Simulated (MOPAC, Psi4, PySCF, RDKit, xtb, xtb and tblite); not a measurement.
Two geometries of C3H6O, SMILES C=CCO, singlet, relaxed at GFN2-xTB with one dihedral held; other torsions can differ between them too.

Structure A

```
10

C     -1.5425    -0.1027    -0.2315
C     -0.4300    -0.0257     0.4754
C      0.9256    -0.3532    -0.0892
O      1.5442     0.7870    -0.6554
H     -2.4984     0.1854     0.1714
H     -1.5477    -0.4833    -1.2412
H     -0.4415     0.3710     1.4807
H      0.8337    -1.1445    -0.8486
H      1.6044    -0.6934     0.6952
H      0.9472     1.1626    -1.3120
```

Structure B

```
10

C      1.5617    -0.1514    -0.2231
C      0.4313    -0.0070     0.4428
C     -0.9280    -0.3281    -0.1104
O     -0.9169    -1.1074    -1.2799
H      2.5149     0.0958     0.2104
H      1.5756    -0.5204    -1.2359
H      0.4206     0.3839     1.4510
H     -1.5238    -0.8241     0.6742
H     -1.4427     0.6015    -0.3767
H     -0.3774    -1.8896    -1.1183
```

Question: Which is lower in energy at the level Psi4 1.11 with DF-MP2 (frozen core)/cc-pVTZ // GFN2-xTB, and by how much?

Answer: B is lower, by 5.50 kJ/mol (dihedral C1–C2–C3–O4: 90° in A, 15° in B).

E(B) − E(A) in kJ/mol at the other levels, on the same two geometries: GFN2-xTB (xtb and tblite) -4.09; MMFF94 // GFN2-xTB (RDKit) -3.25; B3LYP/def2-TZVP // GFN2-xTB (Psi4) -4.39; B3LYP-D3(BJ)/def2-TZVP // GFN2-xTB (Psi4) -4.69; PBE/def2-TZVP // GFN2-xTB (Psi4) -5.12; PBE-D3(BJ)/def2-TZVP // GFN2-xTB (Psi4) -5.27; HF/cc-pVTZ // GFN2-xTB (Psi4) -5.30; UFF // GFN2-xTB (RDKit) 8.92; PM6, restricted, heats of formation // GFN2-xTB (MOPAC) -1.58; PM3, restricted, heats of formation // GFN2-xTB (MOPAC) -2.48; GFN1-xTB // GFN2-xTB (xtb) -6.38; restricted B3LYP/6-31G*, spherical d // GFN2-xTB (PySCF) -6.34; restricted Hartree-Fock/3-21G // GFN2-xTB (PySCF) -10.00; restricted B3LYP/6-311+G**, spherical d, density fitting // GFN2-xTB (PySCF) -3.54; restricted B3LYP/LANL2DZ // GFN2-xTB (PySCF) -5.38.
